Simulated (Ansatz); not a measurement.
## Relaxing Ba₃Au

Computed with Ansatz 0.2.0, DFT PBE, scalar-relativistic, plane waves, PAW. Cutoff 420 eV, Γ-centred k mesh, Gaussian smearing, no spin polarisation in the final step.

Ba₃Au was placed on the Ni3Sn (D0_19) structure type (P6_3/mmc, No. 194), with Au in place of Sn, Ba in place of Ni, at a guessed volume.

```
Ba Au
1.0
     7.26519    0.00000    0.00000
    -3.63259    6.29184    0.00000
     0.00000    0.00000    5.83143
Ba Au
6 2
Direct
  0.83300 0.66600 0.25000
  0.16700 0.83300 0.75000
  0.33400 0.16700 0.25000
  0.16700 0.33400 0.75000
  0.83300 0.16700 0.25000
  0.66600 0.83300 0.75000
  0.33333 0.66667 0.25000
  0.66667 0.33333 0.75000
```

Cell and atoms relax at zero pressure; the relaxation can't lower the symmetry of the start. After a coarse first stage the cell is made exact in the group found at 0.06 Å.

Energies over the elements count from the elements' standard structures at the same level, with no empirical corrections.

Task: What does it relax into?

Result: It keeps P6_3/mmc (No. 194), but not the shape of the type it started on. Conventional cell: a = 10.715 Å, c = 4.480 Å. Ba has 2 Au at 3.28 Å; Au has 6 Ba at 3.28 Å.

```xyz
8
Lattice="10.7149 0.0000 0.0000 -5.3574 9.2794 0.0000 0.0000 0.0000 4.4805" Properties=species:S:1:pos:R:3 pbc="T T T"
Ba    5.3574    5.4841    1.1201
Ba   -2.0707    7.3818    3.3604
Ba    3.2868    1.8976    1.1201
Ba    0.0000    3.7952    3.3604
Ba    7.4281    1.8976    1.1201
Ba    2.0707    7.3818    3.3604
Au    0.0000    6.1862    1.1201
Au    5.3574    3.0931    3.3604
```

Task: What are its volume, energy, density and gap?

Result: The volume per atom is 55.69 Å³. The density is 4.54 g/cm³ and the energy over the elements is -0.22 eV/atom. The gap on the 6×6×8 mesh is 0 eV (a metal).

The final run used a 6×6×8 mesh on its 8-atom cell and 0.10 eV smearing. For metals, differences of a few meV/atom aren't resolved. Spin–orbit coupling is left out. A structure relaxed within its symmetry needn't be a true minimum. The steps took roughly 15 core-minutes in all.